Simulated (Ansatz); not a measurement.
The input, for Ansatz 0.2.0:

```yaml
crystal:
  periodic: [false, false, false]
  atoms:
    - {symbol: Br, position_ang: [0.000000, 0.000000, -1.365333]}
    - {symbol: H, position_ang: [0.000000, 0.000000, 0.290667]}
    - {symbol: H, position_ang: [0.000000, 0.000000, 1.074667]}
basis:
  gaussian: {orbitals: cc-pVDZ}
magnetization: {spin_polarized: false, initial_magnetization: 1}
correlation: {method: ccsdtq, electrons: outside_noble_gas}
```

```sh
$ ansatz run in.yaml --threads 2 --pin off --events-out ev --progress --plain --max-ram 16896MiB --backend cuda --devices 0, --max-vram 18GiB
```

The program prints:

```
651 factors; integrals over basis functions are off by at most 1.6e-7 eV
mean field evaluation 1: about -70026.7950 eV, gradient 7.7e0 eV
mean field evaluation 2: about -70026.7954 eV, gradient 7.7e0 eV
mean field evaluation 4: about -70027.2327 eV, gradient 9.7e-1 eV
mean field evaluation 8: about -70027.2587 eV, gradient 3.5e-3 eV
mean field evaluation 16: about -70027.2571 eV, gradient 2.1e-1 eV
mean field evaluation 32: about -70027.1550 eV, gradient 3.7e0 eV
mean field evaluation 64: about -70026.1466 eV, gradient 1.6e-2 eV
mean field -70027.25873870 eV, -2573.4542924663 hartree, gradient 6.2e-6 eV, S^2 0.750000; 5 other end points of the search recorded, 0 dependent functions left out
mean field evaluation 96: about -70027.3135 eV, gradient 2.5e0 eV
determinant -70027.25873870 eV, -2573.4542924663 hartree, with singles and doubles -70031.57988602 eV, -2573.6130917014 hartree
determinant -70026.14703250 eV, -2573.4134380171 hartree, with singles and doubles -70030.32251914 eV, -2573.5668843210 hartree
14 core orbitals not correlated: weight in the atoms' cores, before any rotation towards them, 1.000 or more for the frozen orbitals, at most 0.000 for the correlated occupied ones
reference -70027.25873870 eV, -2573.4542924663 hartree; 5, 4 occupied and 18, 19 virtual orbitals, 651 factors
second order -3.65976694 eV of doubles, -0.10538348 eV of singles
cycle   1  -4.18780452 eV  change   -4.2e-1 eV  update   4.6e-2
cycle   2  -4.37869673 eV  change   -1.9e-1 eV  update   1.8e-2
cycle   3  -4.39058922 eV  change   -1.2e-2 eV  update   7.6e-3
cycle   4  -4.39008047 eV  change    5.1e-4 eV  update   3.8e-3
cycle   5  -4.39010839 eV  change   -2.8e-5 eV  update   1.3e-3
cycle   6  -4.38981505 eV  change    2.9e-4 eV  update   4.7e-4
cycle   7  -4.38964221 eV  change    1.7e-4 eV  update   1.2e-4
cycle   8  -4.38968276 eV  change   -4.1e-5 eV  update   4.8e-5
cycle   9  -4.38967957 eV  change    3.2e-6 eV  update   1.8e-5
cycle  10  -4.38966686 eV  change    1.3e-5 eV  update   8.3e-6
cycle  11  -4.38966871 eV  change   -1.9e-6 eV  update   3.1e-6
cycle  12  -4.38966910 eV  change   -3.9e-7 eV  update   8.9e-7
Total energy: -70031.64840779 eV, -2573.6156098301 hartree
```

For the same geometry and basis full CI lies 0.0 meV lower.

Ran on 2 threads of AMD EPYC 7R13 with a shared H100 80 GB, shared host: 13 s wall, 0.88 GiB peak host memory.
